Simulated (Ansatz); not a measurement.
Two isomers of C5H8O: A = `C#CCOCC`, B = `CC1=C(O)CC1`.

Isolated molecules relaxed with PBE0-D4/def2-TZVP in Ansatz; ΔE leaves out vibrations. CCSD(T)/CBS adds triple-zeta CCSD(T) − MP2 to the extrapolated MP2 energy (def2 sets, frozen cores). DFT in def2-TZVPP. B3LYP here is the variant with VWN-RPA as its local correlation; programs differ in this. One conformer a species, not always the lowest.

A:

```xyz
14

C     2.224    1.904    0.581
C     1.067    1.616    0.713
C    -0.343    1.264    0.874
O    -0.836    0.423   -0.133
C    -0.267   -0.870   -0.112
C    -0.890   -1.681   -1.217
H     3.250    2.164    0.461
H    -0.948    2.174    0.841
H    -0.485    0.808    1.866
H    -0.451   -1.337    0.868
H     0.821   -0.802   -0.245
H    -0.474   -2.691   -1.225
H    -1.971   -1.753   -1.083
H    -0.695   -1.220   -2.187
```

B:

Z-matrix (Å, degrees):
```
C
C 1 1.478
H 1 1.092 2 111.0
H 1 1.095 2 111.4 3 -120.4
H 1 1.095 2 111.4 3 120.4
C 2 1.337 1 135.8 3 0.0
C 2 1.513 1 132.1 3 180.0
C 6 1.498 2 96.4 1 180.0
O 6 1.349 2 132.3 1 0.0
H 7 1.095 2 115.9 1 -64.6
H 7 1.095 2 115.9 1 64.6
H 8 1.095 6 116.1 2 -114.9
H 8 1.095 6 116.1 2 114.9
H 9 0.960 6 109.0 2 -179.8
```

Q: Which is lower in electronic energy at CCSD(T)/CBS, and by how much? (Best estimate.)

A: Ansatz gave: B, by 23.9 kcal/mol.

Q: Give E(B) − E(A) in kcal/mol with CCSD/def2-TZVPP, r2SCAN-D4, B3LYP, PBE0-D4, B2PLYP, HF/def2-TZVPP, MP2/def2-TZVPP. (Estimate.)

A: The calculation gave: CCSD/def2-TZVPP -23.1, r2SCAN-D4 -27.5, B3LYP -22.3, PBE0-D4 -31.7, B2PLYP -22.2, HF/def2-TZVPP -18.0, MP2/def2-TZVPP -25.0. None reverses the order clearly.

Largest T1 diagnostic: 0.011.

The D4 term adds −1.1 kcal/mol with B3LYP and −0.5 kcal/mol with PBE0; it sums over pairs of atoms, weighted by their polarisabilities, and B3LYP, whose exchange is more repulsive, gets the larger term. In def2-TZVPP, CCSD(T) changes the Hartree–Fock value by −5.6 kcal/mol (the triples alone add −0.5 kcal/mol) and MP2 by −7.0 kcal/mol.
